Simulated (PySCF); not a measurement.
Worked example: correlation energy of CHO, doublet

Geometry: MP2(full)/6-31G*, from the G2/97 set.

```xyz
3

C     0.0326    0.6351    0.0000
O     0.0326   -0.5557    0.0000
H    -0.9058    1.2530    0.0000
```

Basis STO-3G; PySCF 2.14.0. Only valence electrons are correlated (noble-gas cores frozen), which leaves 11 electrons in 9 orbitals. Prefix R: restricted or restricted open-shell reference.

Full CI is exact within this basis and frozen core; it isn't the basis-set limit.

Restricted and unrestricted runs freeze slightly different cores, so steps under 0.03 kcal/mol mean nothing.

```csv
level,total energy (hartree)
RHF,-111.729771
RMP2,-111.852111
RCCSD,-111.865268
RCCSD(T),-111.869852
RCCSDT,-111.871037
full CI,-111.871276
```

Problem. What is the correlation energy at full CI, and what share of it do RMP2 and RCCSDT recover?

Solution. E(corr) = -111.871276 − (-111.729771) = -0.141505 hartree = -3.851 eV. RMP2: -0.122340 / -0.141505 = 86.46 %. RCCSDT: -0.141266 / -0.141505 = 99.83 %.

Problem. By how many kcal/mol does RCCSD(T) miss full CI (1 hartree = 627.509 kcal/mol), and which steps make up the rest?

Solution. -111.869852 − (-111.871276) = 0.001424 hartree = 0.89 kcal/mol. Steps: RCCSDT − RCCSD(T) = -0.74, full CI − RCCSDT = -0.15 kcal/mol. That is within 1 kcal/mol of the reference in this basis, which itself misses far more of the correlation at the basis-set limit.
